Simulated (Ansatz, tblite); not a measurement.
# BeMe2 (C₂H₆Be): a ladder of methods and basis sets

The task here is to estimate one member of a computed series from the others.

The runs use Ansatz 0.2.0, Gaussian basis; as each input shows.

Levels to be run: GFN1-xTB, GFN2-xTB, PBE-D4/def2-TZVP, r2SCAN-D4/def2-TZVP, r2SCANh-D4/def2-TZVP, ωB97X-V/def2-TZVP, revPBE-D4/def2-TZVP, LC-ωPBE/def2-TZVP, BLYP-D4/def2-TZVP, ωB97M-V/def2-TZVP, HF/def2-TZVP, PBE-D4/def2-SVP, PBE0-D4/def2-SVP, HF/STO-3G, PBE0-D4/def2-TZVPD, PBE-D4/def2-TZVPD, r2SCAN-D4/def2-TZVPD, CCSD(T)/def2-TZVPP, MP2/def2-TZVP, RPA/def2-TZVP, CCSD(T)/def2-TZVPD.

## The relaxed structure

The geometry is that of the singlet, from an earlier relaxation (r2SCAN-D4/def2-TZVP).

9 atoms, charge 0, spin multiplicity 1.

Bond lengths: Be1–C2 1.681 Å, Be1–C6 1.681 Å, C2–H3 1.096 Å, C2–H4 1.096 Å, C2–H5 1.096 Å, C6–H7 1.096 Å, C6–H8 1.096 Å, C6–H9 1.096 Å. Angles: C2–Be1–C6 179.6°, Be1–C2–H3 112.4°, Be1–C2–H4 112.3°, Be1–C2–H5 112.1°, H3–C2–H4 106.6°, H3–C2–H5 106.5°, H4–C2–H5 106.5°, Be1–C6–H7 112.2°, Be1–C6–H8 112.2°, Be1–C6–H9 112.4°, H7–C6–H8 106.5°, H7–C6–H9 106.5°, H8–C6–H9 106.5°.

PBE0-D4/def2-TZVP was run before; its log isn't repeated, and its numbers join the tables.

The first run:

Tight binding, by tblite at 300 K electronic temperature and without a spin-polarisation term:

```python
tblite.interface.Calculator('GFN1-xTB', numbers, positions, charge=0, uhf=0).singlepoint()
```

Tight binding, by tblite at 300 K electronic temperature and without a spin-polarisation term:

```python
tblite.interface.Calculator('GFN2-xTB', numbers, positions, charge=0, uhf=0).singlepoint()
```

start.molden holds the orbitals of an earlier run on this state, given as this run's starting guess.

Contents of in.yaml:

```yaml
crystal:
  periodic: [false, false, false]
  atoms:
    - {symbol: Be, position_ang: [0.002996, 0.006751, 0.000052]}
    - {symbol: C, position_ang: [-0.003141, -0.012843, 1.680507]}
    - {symbol: H, position_ang: [-0.439025, 0.897624, 2.107051]}
    - {symbol: H, position_ang: [1.005600, -0.101980, 2.099445]}
    - {symbol: H, position_ang: [-0.582297, -0.853021, 2.080443]}
    - {symbol: C, position_ang: [0.004195, 0.015275, -1.680504]}
    - {symbol: H, position_ang: [-1.010331, 0.018197, -2.095032]}
    - {symbol: H, position_ang: [0.509092, -0.863375, -2.097868]}
    - {symbol: H, position_ang: [0.512911, 0.893363, -2.094084]}
basis:
  gaussian: {orbitals: def2-TZVP, initial_orbitals: start.molden}
hamiltonian: {xc: pbe, dispersion: d4}
scf: {omitted_lower_state_checks: [starts]}
output: {orbitals: {seedname: orbitals}}
```

Started as:

```console
ansatz run in.yaml --threads 4 --pin off --events-out ev --progress --plain --max-ram 3916MiB
```

Steps of the session up to this table: PBE-D4/def2-TZVP; r2SCAN-D4/def2-TZVP; r2SCANh-D4/def2-TZVP; ωB97X-V/def2-TZVP; revPBE-D4/def2-TZVP; LC-ωPBE/def2-TZVP; BLYP-D4/def2-TZVP; ωB97M-V/def2-TZVP; HF/def2-TZVP; PBE-D4/def2-SVP; PBE0-D4/def2-SVP; HF/STO-3G; PBE0-D4/def2-TZVPD; PBE-D4/def2-TZVPD; r2SCAN-D4/def2-TZVPD; CCSD(T)/def2-TZVPP; MP2/def2-TZVP; RPA/def2-TZVP; CCSD(T)/def2-TZVPD.

One table of the session follows, with a row left open; its other results are not shown here.

It belongs to the step «Levels side by side». 

| level | HOMO (eV) | LUMO (eV) | gap (eV) |
| --- | --- | --- | --- |
| HF/STO-3G | -10.08 | 7.15 | 17.22 |
| HF/def2-TZVP | -11.32 | 1.50 | 12.82 |
| PBE-D4/def2-SVP | -6.66 | -0.29 | 6.36 |
| PBE-D4/def2-TZVP | -6.69 | -0.46 | 6.24 |
| PBE-D4/def2-TZVPD | -6.72 | -0.55 | 6.18 |
| revPBE-D4/def2-TZVP | -6.64 | -0.48 | 6.17 |
| BLYP-D4/def2-TZVP | -6.59 | -0.48 | 6.10 |
| r2SCAN-D4/def2-TZVP | -6.96 | 0.17 | 7.13 |
| r2SCAN-D4/def2-TZVPD | -6.98 | 0.08 | 7.06 |
| r2SCANh-D4/def2-TZVP | -7.47 | 0.30 | 7.77 |
| PBE0-D4/def2-SVP | -8.07 | 0.50 | 8.58 |
| PBE0-D4/def2-TZVP | -8.05 | 0.09 | 8.14 |
| PBE0-D4/def2-TZVPD | ? | ? | ? |
| LC-ωPBE/def2-TZVP | -10.93 | 1.42 | 12.34 |
| ωB97X-V/def2-TZVP | -10.52 | 1.36 | 11.88 |
| ωB97M-V/def2-TZVP | -10.36 | 0.79 | 11.15 |

**Question.** Estimate the row for PBE0-D4/def2-TZVPD.

The run gave: HOMO (eV): -8.07; LUMO (eV): 0.00; gap (eV): 8.07.
